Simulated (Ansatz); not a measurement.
Reaction (isomerisation): `CC(O)CN` → `CNC(C)O`

Gas-phase electronic energies from Ansatz, PBE0-D4/def2-TZVP geometries. CCSD(T)/CBS is the MP2 limit (def2-TZVPP, def2-QZVPP) plus CCSD(T) − MP2 in def2-TZVPP, frozen cores. Functionals use def2-TZVPP. Each species was taken in one conformer, which may not be the lowest.

| level | ΔE (kJ/mol) | difference from CCSD(T)/CBS |
| --- | --- | --- |
| PBE-D4 | 21.4 | -1.8 |
| PBE0-D4 | 22.0 | -1.2 |
| ωB97X-V | 20.7 | -2.5 |
| PBE | 21.6 | -1.6 |
| PBE0 | 22.3 | -0.9 |
| MP2/def2-TZVPP | 23.3 | 0.1 |
| SCS-MP2/def2-TZVPP | 21.4 | -1.8 |
| CCSD(T)/def2-TZVPP | 21.7 | -1.5 |
| MP2/def2-QZVPP | 24.1 | 0.9 |
| SCS-MP2/def2-QZVPP | 22.3 | -0.9 |
| CCSD(T)/CBS | 23.2 | 0 |

Largest T1 diagnostic among the species: 0.010.

In def2-TZVPP, CCSD(T) changes the Hartree–Fock value by +4.8 kJ/mol (the triples alone add +0.2 kJ/mol) and MP2 by +6.4 kJ/mol.

CCSD(T)/CBS has its own doubt, a few kJ/mol and more with outer-core shells, so smaller differences from it don't rank the levels.
